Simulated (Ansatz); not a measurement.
Energy needed to pull apart SiHS (SMILES [SiH]=S), doublet, into free ground-state atoms, from the structure below (displaced at random from a GFN2-xTB minimum); no zero-point or spin–orbit terms; open-shell atoms are treated unrestricted, in their ground-state multiplicity.

| atom | x (Å) | y (Å) | z (Å) |
| --- | --- | --- | --- |
| Si1 | -0.4770 | -0.1294 | -0.2271 |
| S2 | 0.4404 | 1.6087 | 0.4357 |
| H3 | 0.1306 | -1.4139 | -0.1249 |

Ansatz 0.2.0; basis: def2-TZVPP; cores frozen in the correlated methods; orbitals are unrestricted.

```csv
method,atomization energy (eV)
PBE-D4,7.83
r2SCAN-D4,?
B97M-V,7.83
PBE0-D4,7.51
HSE06-D4,7.52
wB97M-V,7.54
HF,?
MP2,7.29
CCSD,6.90
CCSD(T),7.20
```

(1) What does HF give? (Judge from chemistry; the value comes from the calculation.)

(2) What does r2SCAN-D4 give? (An estimate is asked for; the value comes from the calculation.)

T1 diagnostic: at most 0.034. ⟨S²⟩ of the unrestricted Hartree–Fock references: 0.79 (a pure state has 0.75).

Results:

(1) Computed: 4.77 eV, which is about 2.43 eV less than CCSD(T)/def2-TZVPP.

(2) The calculation gives: 7.74 eV, which is about 0.53 eV more than CCSD(T)/def2-TZVPP.

In triple zeta the MP2 and coupled-cluster atomization energies are still short of their basis limit by a few kcal/mol a bond, whereas those of the functionals are nearly converged, so these differences are not deviations from converged CCSD(T).

For scale, one of the runs: CCSD(T)/def2-TZVPP forces, 98 basis functions (an equivalent command: `ansatz run in.yaml --threads 4`). Hardware: 4 CPU threads, shared host. Wall time 13 s; peak host memory 0.8 GiB.
